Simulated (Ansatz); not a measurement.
**What a trial cell of Ag2Sb relaxes into**

Level of theory: DFT PBE, scalar-relativistic, plane waves, PAW (Ansatz 0.2.0). Cutoff 420 eV, Γ-centred k mesh, Gaussian smearing, no spin polarisation in the final step.

Ag2Sb was placed on the marcasite structure type (Pnnm, No. 58), with Sb in place of Fe, Ag in place of S, at a guessed volume.

```
Ag Sb
1.0
     5.08497    0.00000    0.00000
     0.00000    6.20617    0.00000
     0.00000    0.00000    3.87431
Ag Sb
4 2
Direct
  0.20040 0.37870 0.00000
  0.79960 0.62130 0.00000
  0.70040 0.12130 0.50000
  0.29960 0.87870 0.50000
  0.00000 0.00000 0.00000
  0.50000 0.50000 0.50000
```

Cell and atoms relax at zero pressure; the relaxation can't lower the symmetry of the start. After a coarse first stage the cell is made exact in the group found at 0.06 Å.

Energies over the elements count from the elements' standard structures at the same level, with no empirical corrections.

**Question.** What does it relax into?

**Answer.** It ends in Immm (No. 71). Conventional cell: a = 3.566 Å, b = 4.114 Å, c = 8.639 Å. Around Ag lie 1 Sb at 2.88 Å, 1 Ag at 2.88 Å, 4 Ag at 3.08 Å and 4 Sb at 3.08 Å; Sb is coordinated by 2 Ag at 2.88 Å and 8 Ag at 3.08 Å.

```cif
data_structure
_symmetry_space_group_name_H-M 'Immm'
_symmetry_Int_Tables_number 71
_cell_length_a 3.5661
_cell_length_b 4.1135
_cell_length_c 8.6390
_cell_angle_alpha 90.000
_cell_angle_beta 90.000
_cell_angle_gamma 90.000
_cell_volume 126.73
loop_
_atom_site_label
_atom_site_type_symbol
_atom_site_symmetry_multiplicity
_atom_site_Wyckoff_symbol
_atom_site_fract_x
_atom_site_fract_y
_atom_site_fract_z
_atom_site_occupancy
Ag1 Ag 4 i 0.00000 0.00000 0.66696 1
Sb1 Sb 2 a 0.00000 0.00000 0.00000 1
```

**Question.** What are its volume, energy, density and gap?

**Answer.** The volume per atom is 21.12 Å³. The density is 8.84 g/cm³. The energy over the elements is 0.08 eV/atom and the gap on the 18×18×18 mesh is 0 eV (a metal).

The final run used a 18×18×18 mesh on its 3-atom cell and 0.10 eV smearing. The k mesh leaves about 4 meV/atom of noise in metals. Spin–orbit coupling is left out. A structure relaxed within its symmetry needn't be a true minimum. The steps took roughly 14 core-minutes in all.